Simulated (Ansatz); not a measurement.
# C3H5F: rigid scan of one bond length in Python

How does the energy of C3H5F change as one bond is stretched? A script is to give a rigid scan of one bond length; the system is C3H5F. SMILES: CC=CF.

All numbers are computed with Ansatz 0.2.0 through its Python package. Level of theory: MP2/def2-SVP.

## 1. Starting point

Bond lengths: C1–C2 1.491 Å, C2–C3 1.353 Å, C3–F4 1.299 Å, C1–H5 1.103 Å, C1–H6 1.081 Å, C1–H7 1.112 Å, C2–H8 1.051 Å, C3–H9 1.073 Å. Angles: C1–C2–C3 122.7°, C1–C2–H8 116.3°, C3–C2–H8 121.0°, C2–C1–H5 110.1°, C2–C1–H6 110.2°, C2–C1–H7 113.9°, H5–C1–H6 105.6°, H5–C1–H7 109.5°, H6–C1–H7 107.2°, C2–C3–F4 120.5°, C2–C3–H9 124.1°, F4–C3–H9 115.4°.

No structure file is read: the coordinates are typed or built in the script.

## 2. Script

scan.py

```python
# -*- coding: utf-8 -*-
'''Potential curve of C3H5F along one bond.'''

from dataclasses import dataclass

import ansatz
import numpy as np


@dataclass(frozen=True)
class RunConfig:
    basis: str = 'def2-SVP'
    method: str = 'mp2'


cfg = RunConfig()


def main():
    geometry_ang = [
        ('C', (-0.3804, 0.5875, -0.8744)),
        ('C', (-0.4134, -0.3322, 0.299)),
        ('C', (0.6843, -0.6115, 1.0395)),
        ('F', (1.828, -0.0665, 0.7546)),
        ('H', (-0.7264, 0.06, -1.7788)),
        ('H', (-1.0754, 1.4026, -0.7287)),
        ('H', (0.6188, 1.0366, -1.0661)),
        ('H', (-1.3451, -0.7597, 0.5291)),
        ('H', (0.6834, -1.2592, 1.8947)),
    ]
    molecule = ansatz.Crystal.molecule()
    for symbol, xyz in geometry_ang:
        molecule = molecule.atom(symbol, xyz)

    symbols = [site.symbol for site in molecule.cartesian_sites]
    start = np.array([site.position_ang for site in molecule.cartesian_sites])
    axis = (start[0] - start[1]) / np.linalg.norm(start[0] - start[1])
    moving = [0, 4, 5, 6]
    lengths, energies = [1.27, 1.37, 1.49, 1.64, 1.86, 2.24, 2.68, 3.28], []
    for length in lengths:
        xyz = start.copy()
        xyz[moving] += (length - np.linalg.norm(start[0] - start[1])) * axis
        point = ansatz.Crystal.molecule()
        for symbol, place in zip(symbols, xyz):
            point = point.atom(symbol, place.tolist())
        calculation = (
            point.calculation()
            .basis(gaussian=cfg.basis)
            .correlation(cfg.method)
        )
        summary = calculation.run(threads=1).report
        energies.append(summary['free_energy_ev'])
        print(f'r = {length:6.3f} A  E = {energies[-1]:.5f} eV  <S^2> = {abs(summary["mean_field"]["state"]["spin_squared"]):.3f}')

    print('energy above the lowest point (eV):', [round(e - min(energies), 3) for e in energies])


if __name__ == '__main__':
    main()
```

## 3. The run

On the command line:

```bash
python scan.py
```

Q: Predict the main results. Wanted: range of energy; lowest point, distance.

The runs gave:

| quantity | value |
| --- | --- |
| runs compared | 8 |
| range of energy | 5.985 eV |
| lowest point, distance (Å) | 1.49 |

The curve has its lowest point inside the range, at 1.49. The ends stand 1.32 and 5.98 eV above it. The distance scanned is the script's pair 1, 0. Notes:
- The rest of the molecule is held rigid at a force-field or estimated start geometry, and the basis set is modest; single-reference methods fail as a bond breaks.
- The orbitals are restricted, so S² is zero by construction.
- Toward dissociation an unrestricted state can lie under the restricted one, by tenths of an eV for polar bonds under a functional and by 1 to 2 eV or more for others.
- S² is that of the Hartree-Fock reference.
